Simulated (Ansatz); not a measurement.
A displaced shape of doublet CO(+):

```xyz
2

C    -0.0079   -0.0186   -0.6799
O     0.0057   -0.0245    0.5188
```

It was optimised with HF/def2-SVP in Ansatz (development build ahead of 0.2.0) to forces under 0.001 eV/Å, with unrestricted orbitals. Each step stands on the lowest determinant of that kind that the program's search found.

(1) What shape does it relax to, and how does the optimisation go?

Answers

(1)

```yaml
atoms:
  - { symbol: C, position_ang: [-0.0073, -0.0189, -0.6258] }
  - { symbol: O, position_ang: [0.0051, -0.0242, 0.4647] }
```

Bond lengths: C1–O2 1.091 Å.

```
step  E − E(start) (eV)  largest force (eV/Å)
   1             0.0000                9.6541
   2            -0.6082                2.1922
   3            -0.6201                1.3600
   4            -0.6259                0.0666
   5            -0.6260                0.0021
   6            -0.6260                0.0000
```

The optimisation ended after 6 steps with its threshold met.
